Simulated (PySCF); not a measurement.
AlCl3, charge -1, multiplicity 2. Atoms are numbered in the order given.

```xyz
4

Al     0.0000     0.0000     0.6418
Cl     1.7885    -1.0326    -0.1636
Cl    -1.7885    -1.0326    -0.1636
Cl     0.0000     2.0652    -0.1636
```
Charge -1, spin multiplicity 2.

Geometry: PBE0-D3(BJ)/def2-SVPD. The spin state was assumed, not searched. The isomer is the one that the SMILES or the coordinates give; other isomers of the formula were not compared.

All values below come from M06-2X/def2-TZVPD (PySCF).

Mulliken values depend strongly on the basis, most of all with diffuse functions as here. Atomic charges (e):

| atom | Mulliken | meta-Löwdin | Mulliken spin |
|---|---|---|---|
| Al1 | 0.11 | (withheld) | 0.93 |
| Cl2 | -0.37 | (withheld) | 0.02 |
| Cl3 | -0.37 | (withheld) | 0.02 |
| Cl4 | -0.37 | (withheld) | 0.02 |

What belongs in the gaps? (Estimate from the structure and the level; the computed values follow.)


- Al1, meta-Löwdin: 0.43
- Cl2, meta-Löwdin: -0.48
- Cl3, meta-Löwdin: -0.48
- Cl4, meta-Löwdin: -0.48
